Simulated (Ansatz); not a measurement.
`N#COC=O` + NH₃ → `N#CN` + `O=CO` at 400 K and 1 bar (substitution at a C–O bond).

Gas-phase electronic energies from Ansatz, PBE0-D4/def2-TZVP geometries. CCSD(T)/CBS adds triple-zeta CCSD(T) − MP2 to the extrapolated MP2 energy (def2 sets, frozen cores). This one scheme is used for every species. One conformer a species, not always the lowest.

```csv
species,CCSD(T)/CBS energy (Eh),H − E (kJ/mol),S (J/(mol·K))
`N#COC=O`,-281.69242,106.3,312.3
NH₃,-56.50880,104.2,203.1
`N#CN`,-148.62764,107.5,263.6
`O=CO`,-189.60296,105.1,262.3
```

H − E and S are ideal-gas, rigid-rotor, harmonic terms from PBE0-D4/def2-TZVP, for one conformer and one mirror image of each species. 1 Eh = 2625.50 kJ/mol, R = 8.31446 J/(mol·K).

By hand: ΔE, ΔH, ΔS and ΔG.

ΔE = (-148.62764) + (-189.60296) − (-281.69242) − (-56.50880) = -0.02938 Eh = -77.1 kJ/mol. Δ(H − E) = 107.5 + 105.1 − 106.3 − 104.2 = 2.1, so ΔH = -75.0 kJ/mol. ΔS = 263.6 + 262.3 − 312.3 − 203.1 = 10.5 J/(mol·K). ΔG = -75.0 − 400 × (10.5)/1000 = -79.2 kJ/mol.

By hand: the equilibrium constant, and the temperature at which ΔG would vanish if ΔH and ΔS stayed fixed.

log₁₀ K = −ΔG/(RT ln 10) = 10.3. ΔH and −TΔS have one sign here, so there is no such temperature.

The number of gas molecules stays the same, so ΔS is small and ΔH decides. A doubt of 5 kJ/mol in ΔE shifts log₁₀ K by 0.7 here. Other conformers and mirror images would add mixing entropy, several J/(mol·K) or more a flexible species. These are equilibria of isolated gas molecules and say nothing of rates. Largest T1 diagnostic: 0.017 (customary marks: 0.02 for closed shells, 0.045 for open ones).

ΔS is within the doubt of such terms, so its sign, and with it that verdict, could turn.
